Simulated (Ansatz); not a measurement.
Wavefunction ladder for CH2AlN (`N#[C][AlH2]`)

Cartesian coordinates in Å:
```
N -1.534 1.796 0.209
C -0.787 0.922 0.107
Al 0.466 -0.546 -0.063
H 0.629 -1.493 1.182
H 1.226 -0.680 -1.434
```

The species carries charge 0 and has multiplicity 1. Geometry: relaxed with PBE0-D4/def2-TZVP. Frozen core, restricted reference, Ansatz 0.2.0. CBS rows extrapolate triple and quadruple zeta.

```csv
basis,HF (Eh),MP2 corr.
def2-SVP,-335.24241,-0.33873
def2-TZVPP,-335.43802,-0.41165
def2-QZVPP,-335.44886,-0.43957
cc-pV(D+d)Z,-335.40506,-0.33972
cc-pV(T+d)Z,-335.43856,-0.41294
cc-pV(Q+d)Z,-335.44755,-0.44033
```

(1) Estimate the CCSD correlation energy and the (T) correction in each basis where they were run (hartree).

Results:

(1) 
```
      basis  CCSD corr.       (T)
   def2-SVP    -0.35902  -0.01373
 def2-TZVPP    -0.42845  -0.02039
 def2-QZVPP    -0.45099  -0.02228
  CBS(def2)    -0.46768  -0.02368
cc-pV(D+d)Z    -0.36144  -0.01383
cc-pV(T+d)Z    -0.42943  -0.02052
cc-pV(Q+d)Z    -0.45168  -0.02229
    CBS(cc)    -0.46751  -0.02354
```
